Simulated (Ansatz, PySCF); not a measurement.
Species: hydrazine, N₂H₄ (charge 0, singlet). 
Geometry from a B3LYP-D3(BJ)/def2-TZVP (Ansatz, an electronic-structure program) optimisation:
SMILES: NN
```xyz
6

N     -0.0129     0.7139    -0.0827
N      0.0114    -0.7158    -0.0646
H      0.2269     1.1174     0.8176
H     -0.9512     1.0064    -0.3221
H     -0.2103    -1.0959     0.8505
H      0.9449    -1.0146    -0.3149
```
Charge 0, spin multiplicity 1.

Total electronic energies in hartree. Cores are frozen in the correlated levels unless marked. Spin-orbit coupling is left out. Non-relativistic. CBS(X,Y): correlation extrapolated as X^-3; Hartree-Fock from the larger set. The bracket is a focal-point correction in the basis named.

```tsv
level	program	energy (Eh)
HF/cc-pVDZ	Ansatz	-111.18620
HF/def2-QZVPPD	Ansatz	-111.23577
RI-HF/def2-QZVPP	Ansatz	-111.23552
RI-HF/def2-QZVPPD	Ansatz	-111.23573
BP86-D3(BJ)/def2-TZVPD	PySCF + dftd3	-111.92466
TPSS/def2-TZVPD	PySCF	-111.92935
M06-L/def2-TZVPD	PySCF	-111.89198
PBE0/6-31G*	Ansatz	-111.72563
BHLYP-D4/def2-TZVPD	Ansatz + dftd4	-111.84744
TPSSh/def2-TZVPD	PySCF	-111.91687
r2SCANh-D4/def2-TZVPD	Ansatz + dftd4	-111.84298
PW6B95/def2-TZVPD	PySCF	-112.04377
M06-2X/def2-TZVPD	PySCF	-111.86166
CAM-B3LYP-D3(BJ)/def2-TZVPD	Ansatz + dftd3	-111.86871
RI-MP2/CBS(cc-pVTZ,cc-pVQZ)	Ansatz	-111.7268
SCS-MP2/def2-SVPD	Ansatz	-111.47278
SCS-MP2/cc-pVTZ	Ansatz	-111.66285
SCS-MP2/def2-QZVPPD	Ansatz	-111.70811
CCSD/def2-QZVPP	Ansatz	-111.71900
CCSD(T)/def2-SVP	Ansatz	-111.47535
CCSD(T) with core electrons/cc-pwCVTZ	Ansatz	-111.80632
RI-MP2/CBS(aug-cc-pVTZ,aug-cc-pVQZ)+[CCSD(T)-MP2]/aug-cc-pVDZ	Ansatz	-111.7634
CCSD(T)/CBS(def2-TZVPPD,def2-QZVPPD)	Ansatz	-111.7574
```

Totals of different functionals don't rank their quality; only differences between species are comparable.
